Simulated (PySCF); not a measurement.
Compound: H₂O₃S.
Numbering: `[O:1]=[SH:2](=[O:3])[OH:4]` (hydrogens: H5 on S2; H6 on O4)

Computed by this run: PBE0/def2-SVP geometry optimisation, gas phase in PySCF 2.14.0; density fitting, grid level 1; the optimiser is geomeTRIC in internal coordinates, started from a GFN2-xTB structure.

Step 0: E = -16988.1228 eV
```
atom  x, y, z in Å  |  force x, y, z in eV/Å
O1     -1.2582   -1.2250   -0.4040   -0.446  -1.585  -0.725
S2     -0.5749   -0.1226    0.1614   -0.180   0.385   1.780
O3     -0.7224    1.1959   -0.3569    0.082   1.597  -0.635
O4      0.9861   -0.4410    0.2859    0.138  -0.819   0.064
H5     -0.8867   -0.0869    1.5114    0.182  -0.084  -0.343
H6      1.4899    0.3520    0.0945    0.223   0.506  -0.140
```

Step 1: E = -16988.1846 eV
```
atom  x, y, z in Å  |  force x, y, z in eV/Å
O1     -1.2339   -1.2575   -0.4123   -0.015   0.333   0.187
S2     -0.5989   -0.1065    0.1815    0.280  -0.207  -0.578
O3     -0.7043    1.2352   -0.3615   -0.061  -0.249   0.228
O4      0.9789   -0.4531    0.3015   -0.014   0.145   0.030
H5     -0.8850   -0.0946    1.5133   -0.120   0.064   0.111
H6      1.4770    0.3489    0.0698   -0.070  -0.085   0.021
```

Q: Estimate the geometry and energy of step 2. (The exact step hangs on the optimiser's Hessian estimate; all steps are aligned on step 1, rigid shifts and turns removed.)

A: E = -16988.1866 eV, largest force 0.367 eV/Å
```
atom  x, y, z in Å  |  force x, y, z in eV/Å
O1     -1.2503   -1.2545   -0.4046    0.201   0.073  -0.075
S2     -0.5835   -0.1154    0.1696   -0.285   0.046   0.227
O3     -0.7133    1.2309   -0.3481    0.147  -0.094  -0.078
O4      0.9933   -0.4522    0.3035   -0.120   0.000  -0.080
H5     -0.8960   -0.0884    1.5016    0.056  -0.026   0.013
H6      1.4835    0.3520    0.0702   -0.001   0.002  -0.007
```

The energy changes by -0.0020 eV. The first-order estimate −F·Δx gives -0.0201 eV and the mean of the old and new forces, exact on a quadratic surface, -0.0021 eV. The step makes an angle of 56° with the force vector and moves no atom by more than 0.021 Å.

The cost below is that of the whole optimisation. The run took 13 s wall on Arm Neoverse N1, one thread, no GPU, shared host with 32 logical CPUs at a one-minute load of 20, and the process peaked at 0.35 GiB of memory.
